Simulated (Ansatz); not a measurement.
# One shape, several levels: C6H12 (cis-4-Methyl-2-pentene)

We compute a comparison of 6 runs (HF/3-21G, B2PLYP/6-31G*, B3LYP/6-31G*, BLYP/6-31G*, PBE/6-31G*, r2SCAN/6-31G*) of C6H12 (cis-4-Methyl-2-pentene). 

The results are computed with Ansatz 0.2.0.

29 further runs of the same task are left out: 29 set aside as unsound or not needed. Runs told in other sessions of the task aren't counted.

**1. The structure to begin with**

The species is C6H12 (18 atoms), meant as a singlet with charge 0. As SMILES, `C/C=C\C(C)C`. The C1–H7 distance was set to 1.642 Å, away from the relaxed value. At this shape a bond of the SMILES string is far longer than usual.

Bond lengths: C1–C2 1.491 Å, C2–C3 1.330 Å, C3–C4 1.497 Å, C4–C5 1.526 Å, C4–C6 1.526 Å, C1–H8 1.090 Å, C1–H9 1.095 Å, C2–H10 1.088 Å, C3–H11 1.090 Å, C4–H12 1.094 Å, C5–H13 1.093 Å, C5–H14 1.094 Å, C5–H15 1.092 Å, C6–H16 1.094 Å, C6–H17 1.092 Å, C6–H18 1.093 Å. Some angles: C1–C2–C3 127.7°, C2–C3–C4 128.2°, C3–C4–C5 110.3°, C3–C4–C6 110.3°, C5–C4–C6 110.7°, C1–C2–H10 115.1°, C3–C2–H10 117.2°, C2–C1–H8 112.9°, C2–C1–H9 110.7°, C2–C3–H11 117.5°. A long bond or contact: C1–H7 1.642 Å.

**2. The energy at HF/3-21G (run 1)**

in.yaml reads:

```yaml
basis:
  gaussian: {orbitals: 3-21G.json}
crystal:
  periodic: [false, false, false]
  atoms:
    - {symbol: C, position_ang: [1.034505, -1.912267, -0.493695]}
    - {symbol: C, position_ang: [1.451285, -0.655767, 0.193245]}
    - {symbol: C, position_ang: [0.668075, 0.301873, 0.680995]}
    - {symbol: C, position_ang: [-0.827055, 0.370143, 0.668755]}
    - {symbol: C, position_ang: [-1.294855, 1.593553, -0.115055]}
    - {symbol: C, position_ang: [-1.367125, 0.404493, 2.096015]}
    - {symbol: H, position_ang: [1.670340, -1.985420, -2.005930]}
    - {symbol: H, position_ang: [-0.047555, -2.010137, -0.580475]}
    - {symbol: H, position_ang: [1.409385, -2.789527, 0.043285]}
    - {symbol: H, position_ang: [2.525895, -0.522277, 0.299745]}
    - {symbol: H, position_ang: [1.153025, 1.155583, 1.154675]}
    - {symbol: H, position_ang: [-1.226465, -0.521527, 0.176145]}
    - {symbol: H, position_ang: [-2.386225, 1.659153, -0.123265]}
    - {symbol: H, position_ang: [-0.909095, 2.512353, 0.337425]}
    - {symbol: H, position_ang: [-0.944935, 1.558693, -1.148905]}
    - {symbol: H, position_ang: [-0.983695, 1.277823, 2.632705]}
    - {symbol: H, position_ang: [-1.069525, -0.486267, 2.653225]}
    - {symbol: H, position_ang: [-2.458875, 0.464023, 2.100025]}
hamiltonian: {xc: hf}
accuracy: high
output: {orbitals: {seedname: orbitals}}
```

The basis set 3-21G is read from a file made from the Basis Set Exchange's data (not shown).

Launch:

```sh
$ ansatz run in.yaml --threads 1 --pin off --max-ram 3480MiB --events-out events.jsonl --progress --plain --runs-dir runs
```

Output:

```text
Warning: RAYON_NUM_THREADS=1 ignored (pool sized by the plan → 1); use --threads N
Functional definition: HF
  name "HF"
  exchange = exact_x
  correlation = 0
1977 factors; integrals over basis functions are off by at most 8.0e-9 eV
mean field evaluation 1: about -6331.8108 eV, gradient 2.8e1 eV
mean field evaluation 2: about -6332.4325 eV, gradient 2.8e1 eV
mean field evaluation 4: about -6334.8153 eV, gradient 2.8e0 eV
mean field evaluation 8: about -6334.8364 eV, gradient 1.5e-1 eV
mean field evaluation 16: about -6334.8365 eV, gradient 1.6e-8 eV
mean field -6334.83651952 eV, -232.8009481860 hartree, gradient 1.6e-8 eV, S^2 0.000000; 0 other end points of the search recorded, 0 dependent functions left out
reference -6334.83651952 eV, -232.8009481860 hartree; 24, 24 occupied and 54, 54 virtual orbitals, 1977 factors
Total energy: -6334.83651952 eV, -232.8009481860 hartree
```

It took 2.1 s on 1 thread of Arm Neoverse V1, shared host; peak memory 0.22 GiB.

**3. A single-point energy at B2PLYP/6-31G(d) (spherical functions) (run 2)**

molecule.yaml reads:

```yaml
crystal:
  periodic: [false, false, false]
  atoms:
    - {symbol: C, position_ang: [1.034505, -1.912267, -0.493695]}
    - {symbol: C, position_ang: [1.451285, -0.655767, 0.193245]}
    - {symbol: C, position_ang: [0.668075, 0.301873, 0.680995]}
    - {symbol: C, position_ang: [-0.827055, 0.370143, 0.668755]}
    - {symbol: C, position_ang: [-1.294855, 1.593553, -0.115055]}
    - {symbol: C, position_ang: [-1.367125, 0.404493, 2.096015]}
    - {symbol: H, position_ang: [1.670340, -1.985420, -2.005930]}
    - {symbol: H, position_ang: [-0.047555, -2.010137, -0.580475]}
    - {symbol: H, position_ang: [1.409385, -2.789527, 0.043285]}
    - {symbol: H, position_ang: [2.525895, -0.522277, 0.299745]}
    - {symbol: H, position_ang: [1.153025, 1.155583, 1.154675]}
    - {symbol: H, position_ang: [-1.226465, -0.521527, 0.176145]}
    - {symbol: H, position_ang: [-2.386225, 1.659153, -0.123265]}
    - {symbol: H, position_ang: [-0.909095, 2.512353, 0.337425]}
    - {symbol: H, position_ang: [-0.944935, 1.558693, -1.148905]}
    - {symbol: H, position_ang: [-0.983695, 1.277823, 2.632705]}
    - {symbol: H, position_ang: [-1.069525, -0.486267, 2.653225]}
    - {symbol: H, position_ang: [-2.458875, 0.464023, 2.100025]}
basis:
  gaussian:
    orbitals: 6-31G_st_-spherical.json
hamiltonian:
  xc: {name: B2PLYP}
output: {orbitals: {seedname: orbitals}}
accuracy: high
correlation:
  frozen_orbitals: {C: 1, H: 0}
```

The basis set 6-31G* is read from a file made from the Basis Set Exchange's data (not shown).

Launch:

```sh
$ ansatz run molecule.yaml --threads 1 --pin off --max-ram 3480MiB --events-out events.jsonl --progress --plain --runs-dir runs
```

Output, shortened:

```text
Warning: RAYON_NUM_THREADS=1 ignored (pool sized by the plan → 1); use --threads N
Functional definition: B2PLYP
  name "B2PLYP"
[...]
2811 factors; integrals over basis functions are off by at most 3.0e-9 eV
[...]
mean field -6400.01721614 eV, -235.1962946055 hartree, gradient 3.1e-8 eV, S^2 0.000000; 0 other end points of the search recorded, 0 dependent functions left out
6 core orbitals not correlated: weight in the atoms' cores, before any rotation towards them, 1.000 or more for the frozen orbitals, at most 0.000 for the correlated occupied ones
reference -6400.01724434 eV, -235.1962956421 hartree; 18, 18 occupied and 84, 84 virtual orbitals, 2811 factors
second order -26.14451721 eV of doubles, -0.00000000 eV of singles
Total energy: -6407.07626399 eV, -235.4557098294 hartree
```

Run time: 23 s. Hardware: 1 thread of Arm Neoverse V1, shared host; peak memory 0.47 GiB.

Run 3 isn't shown in full; the table further down has it.

**4. The energy at BLYP/6-31G(d) (spherical functions) (run 4)**

run.yaml reads:

```yaml
basis:
  gaussian: {orbitals: 6-31G_st_-spherical.json}
crystal:
  periodic: [false, false, false]
  atoms:
    - {symbol: C, position_ang: [1.034505, -1.912267, -0.493695]}
    - {symbol: C, position_ang: [1.451285, -0.655767, 0.193245]}
    - {symbol: C, position_ang: [0.668075, 0.301873, 0.680995]}
    - {symbol: C, position_ang: [-0.827055, 0.370143, 0.668755]}
    - {symbol: C, position_ang: [-1.294855, 1.593553, -0.115055]}
    - {symbol: C, position_ang: [-1.367125, 0.404493, 2.096015]}
    - {symbol: H, position_ang: [1.670340, -1.985420, -2.005930]}
    - {symbol: H, position_ang: [-0.047555, -2.010137, -0.580475]}
    - {symbol: H, position_ang: [1.409385, -2.789527, 0.043285]}
    - {symbol: H, position_ang: [2.525895, -0.522277, 0.299745]}
    - {symbol: H, position_ang: [1.153025, 1.155583, 1.154675]}
    - {symbol: H, position_ang: [-1.226465, -0.521527, 0.176145]}
    - {symbol: H, position_ang: [-2.386225, 1.659153, -0.123265]}
    - {symbol: H, position_ang: [-0.909095, 2.512353, 0.337425]}
    - {symbol: H, position_ang: [-0.944935, 1.558693, -1.148905]}
    - {symbol: H, position_ang: [-0.983695, 1.277823, 2.632705]}
    - {symbol: H, position_ang: [-1.069525, -0.486267, 2.653225]}
    - {symbol: H, position_ang: [-2.458875, 0.464023, 2.100025]}
output: {orbitals: {seedname: orbitals}}
accuracy: high
hamiltonian: {xc: {name: BLYP}}
```

The basis set 6-31G* is read from a file made from the Basis Set Exchange's data (not shown).

Launch:

```sh
$ ansatz run run.yaml --threads 1 --pin off --max-ram 3480MiB --events-out events.jsonl --progress --plain --runs-dir runs
```

Output:

```text
Warning: RAYON_NUM_THREADS=1 ignored (pool sized by the plan → 1); use --threads N
Functional definition: BLYP
  name "BLYP"
  parameter beta = 0.0042
  parameter a = 0.04918
  parameter b = 0.132
  parameter c = 0.2533
  parameter d = 0.349
  exchange = b88_x(beta = beta)
  correlation = lyp_c(a = a, b = b, c = c, d = d)
2811 factors; integrals over basis functions are off by at most 3.0e-9 eV
mean field evaluation 1: about -6394.6499 eV, gradient 7.9e1 eV
mean field evaluation 2: about -6369.3604 eV, gradient 1.2e2 eV
mean field evaluation 4: about -6410.9870 eV, gradient 1.4e1 eV
mean field evaluation 8: about -6411.4940 eV, gradient 3.0e-1 eV
mean field evaluation 16: about -6411.4942 eV, gradient 3.1e-5 eV
mean field -6411.49419553 eV, -235.6180658188 hartree, gradient 2.1e-8 eV, S^2 0.000000; 0 other end points of the search recorded, 0 dependent functions left out
reference -6411.49425796 eV, -235.6180681133 hartree; 24, 24 occupied and 84, 84 virtual orbitals, 2811 factors
Total energy: -6411.49425796 eV, -235.6180681133 hartree
```

Run time: 14 s. Hardware: 1 thread of Arm Neoverse V1, shared host; peak memory 0.37 GiB.

Run 5 isn't shown in full; the table further down has it.

**5. A single-point energy at r2SCAN/6-31G(d) (spherical functions) (run 6)**

job.yaml reads:

```yaml
basis:
  gaussian: {orbitals: 6-31G_st_-spherical.json}
crystal:
  periodic: [false, false, false]
  atoms:
    - {symbol: C, position_ang: [1.034505, -1.912267, -0.493695]}
    - {symbol: C, position_ang: [1.451285, -0.655767, 0.193245]}
    - {symbol: C, position_ang: [0.668075, 0.301873, 0.680995]}
    - {symbol: C, position_ang: [-0.827055, 0.370143, 0.668755]}
    - {symbol: C, position_ang: [-1.294855, 1.593553, -0.115055]}
    - {symbol: C, position_ang: [-1.367125, 0.404493, 2.096015]}
    - {symbol: H, position_ang: [1.670340, -1.985420, -2.005930]}
    - {symbol: H, position_ang: [-0.047555, -2.010137, -0.580475]}
    - {symbol: H, position_ang: [1.409385, -2.789527, 0.043285]}
    - {symbol: H, position_ang: [2.525895, -0.522277, 0.299745]}
    - {symbol: H, position_ang: [1.153025, 1.155583, 1.154675]}
    - {symbol: H, position_ang: [-1.226465, -0.521527, 0.176145]}
    - {symbol: H, position_ang: [-2.386225, 1.659153, -0.123265]}
    - {symbol: H, position_ang: [-0.909095, 2.512353, 0.337425]}
    - {symbol: H, position_ang: [-0.944935, 1.558693, -1.148905]}
    - {symbol: H, position_ang: [-0.983695, 1.277823, 2.632705]}
    - {symbol: H, position_ang: [-1.069525, -0.486267, 2.653225]}
    - {symbol: H, position_ang: [-2.458875, 0.464023, 2.100025]}
magnetization: {spin_polarized: false, initial_magnetization: 0}
hamiltonian: {xc: {name: r2SCAN}}
accuracy: high
output: {orbitals: {seedname: orbitals}}
```

The basis set 6-31G* is read from a file made from the Basis Set Exchange's data (not shown).

Launch:

```sh
$ ansatz run job.yaml --threads 1 --pin off --max-ram 3480MiB --events-out events.jsonl --progress --plain --runs-dir runs
```

Output:

```text
Warning: RAYON_NUM_THREADS=1 ignored (pool sized by the plan → 1); use --threads N
Functional definition: r2SCAN
  name "r2SCAN"
  parameter k0 = 0.174
  parameter k1 = 0.065
  parameter a1 = 4.9479
  exchange = r2scan_x(k0 = k0, k1 = k1, a1 = a1)
  correlation = r2scan_c
2811 factors; integrals over basis functions are off by at most 3.0e-9 eV
mean field evaluation 1: about -6399.1819 eV, gradient 6.7e1 eV
mean field evaluation 2: about -6388.0498 eV, gradient 8.9e1 eV
mean field evaluation 4: about -6411.1135 eV, gradient 7.8e0 eV
mean field evaluation 8: about -6411.2539 eV, gradient 2.1e-1 eV
mean field evaluation 16: about -6411.2541 eV, gradient 1.2e-5 eV
mean field -6411.25405474 eV, -235.6092408078 hartree, gradient 4.9e-8 eV, S^2 0.000000; 0 other end points of the search recorded, 0 dependent functions left out
reference -6411.25405543 eV, -235.6092408329 hartree; 24, 24 occupied and 84, 84 virtual orbitals, 2811 factors
Total energy: -6411.25405543 eV, -235.6092408329 hartree
```

Wall time 26 s (1 thread of Arm Neoverse V1, shared host); peak memory 0.45 GiB.

**6. The series**

```csv
run,level,frozen core orbitals,energy (Eh),HOMO energy (eV),LUMO energy (eV),HOMO–LUMO gap (eV),wall time
1,HF/3-21G,–,-232.800948,-9.10,3.91,13.00,2.1 s
2,B2PLYP/6-31G* (spherical functions),6,-235.455710,-7.54,1.34,8.88,23 s
3,B3LYP/6-31G* (spherical functions),–,-235.776866,-6.44,-0.32,6.12,17 s
4,BLYP/6-31G* (spherical functions),–,-235.618068,-5.38,-0.92,4.45,14 s
5,PBE/6-31G* (spherical functions),–,-235.429305,-5.56,-1.05,4.51,14 s
6,r2SCAN/6-31G* (spherical functions),–,-235.609241,-5.81,-0.94,4.87,26 s
```

**7. Results**

| quantity | value |
| --- | --- |
| run 6: total energy | -235.60924 Eh |
| run 6: HOMO energy | -5.81 eV |
| run 6: LUMO energy | -0.94 eV |
| run 6: HOMO–LUMO gap | 4.87 eV |

The HOMO–LUMO gap runs from 4.45 eV (BLYP/6-31G*) to 13.00 eV (HF/3-21G). The two ends differ in method and basis. Totals of different functionals can't be ranked against each other. In runs 1, 3, 4, 5, 6 a closed-shell determinant meets a far-stretched bond; if it breaks into open shells, such a determinant describes it badly, and no broken-symmetry solution was shown. All runs together took 96 s, the longest 26 s.
